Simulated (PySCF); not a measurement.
## NaS: frontier orbitals

UHF at R = 2.488 Å; PySCF, no relativity, basis sets Na def2-TZVPP, S def2-TZVPP. State: ²Π (doublet), unpaired electrons π ↑. Only the outer orbitals are listed, counted within each symmetry.

```tsv
spin	orbital	occ.	ε (eV)	on Na (%)	main shells (%)
α	2π	1	-41.93	100	100 Na p
α	2π	1	-41.91	100	100 Na p
α	6σ	1	-41.90	100	100 Na p
α	7σ	1	-22.58	2	97 S s
α	3π	1	-9.88	2	98 S p
α	8σ	1	-8.53	7	92 S p
α	3π	1	-8.06	4	96 S p
α	9σ	0	-0.40	99	72 Na s, 26 Na p
α	4π	0	1.21	101	100 Na p
α	4π	0	1.33	100	98 Na p
β	2π	1	-41.92	100	100 Na p
β	2π	1	-41.92	100	100 Na p
β	6σ	1	-41.91	100	100 Na p
β	7σ	1	-19.76	4	95 S s
β	8σ	1	-7.99	8	91 S p
β	3π	1	-7.52	5	95 S p
β	9σ	0	-0.40	98	71 Na s, 27 Na p
β	3π	0	0.89	91	91 Na p, 9 S p
β	4π	0	1.33	100	98 Na p
```

Which are the highest filled and the lowest empty level, where do they sit, and how wide is the gap?

Highest filled β 3π at -7.52 eV (in %: 95 S p); lowest empty α 9σ at -0.40 eV (in %: 72 Na s, 26 Na p); the gap at UHF is 7.12 eV.

- bond order (Mayer): 0.61
- ⟨S²⟩: 0.762
- charge on Na (Mulliken, basis-dependent): 0.67
- charge on Na (Löwdin, basis-dependent): 0.25
- dipole moment (positive dipole means Na(−)S(+)): -9.08 D
- polarisability along the bond: 44.2 bohr³
- polarisability across the bond: 28.6 bohr³

Shares are Mulliken populations and can fall outside 0 to 100 %.

The state is the lowest determinant that a PBE0 search found; another state may lie lower at other levels.
